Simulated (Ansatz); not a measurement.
**Relaxing Ta3Br**

These are results of DFT PBE, scalar-relativistic, plane waves, PAW in Ansatz, not measurements. Cutoff 420 eV, Γ-centred k mesh, Gaussian smearing, no spin polarisation in the final step.

The start puts Ta3Br on the Cu3Au (L1_2) structure type (Pm-3m, No. 221), with Br in place of Au, Ta in place of Cu, at a guessed volume.

```yaml
crystal:
  lattice:
    - [4.27050, 0.00000, 0.00000]
    - [0.00000, 4.27050, 0.00000]
    - [0.00000, 0.00000, 4.27050]
  atoms:
    - { symbol: Ta, position: [0.00000, 0.50000, 0.50000] }
    - { symbol: Ta, position: [0.50000, 0.00000, 0.50000] }
    - { symbol: Ta, position: [0.50000, 0.50000, 0.00000] }
    - { symbol: Br, position: [0.00000, 0.00000, 0.00000] }
```

Cell and atoms relax at zero pressure; the relaxation can't lower the symmetry of the start. After a coarse first stage the cell is made exact in the group found at 0.06 Å.

Formation energies are uncorrected and refer to the elements' standard structures at the same level.

(1) What does it relax into?

(2) What are its volume, energy, density and gap?

## Answers

(1) It keeps Pm-3m (No. 221). The result has the Cu3Au (L1_2) structure. Conventional cell: a = 4.220 Å. Ta is coordinated by 4 Br at 2.98 Å and 8 Ta at 2.98 Å; around Br lie 12 Ta at 2.98 Å.

Space group Pm-3m (No. 221). a = 4.220 Å, b = 4.220 Å, c = 4.220 Å, α = 90.00°, β = 90.00°, γ = 90.00°
| atom | site | symmetry | x | y | z |
| --- | --- | --- | --- | --- | --- |
| Ta | 3c | 4/mm.m | 0.0000 | 0.5000 | 0.5000 |
| Br | 1a | m-3m | 0.0000 | 0.0000 | 0.0000 |

(2) The volume per atom is 18.78 Å³. The density is 13.76 g/cm³. The energy over the elements is 0.81 eV/atom and the gap on the 12×12×12 mesh is 0 eV (a metal).

The final run used a 12×12×12 mesh on its 4-atom cell and 0.10 eV smearing. The k mesh leaves about 4 meV/atom of noise in metals. Spin–orbit coupling is left out. Symmetry constrained the relaxation, so the result can be a saddle point. The steps took of the order of 50 core-seconds in all.

Cost: 3 runs of about 0.78 core-minutes in all, on Arm Neoverse V1 (shared hosts).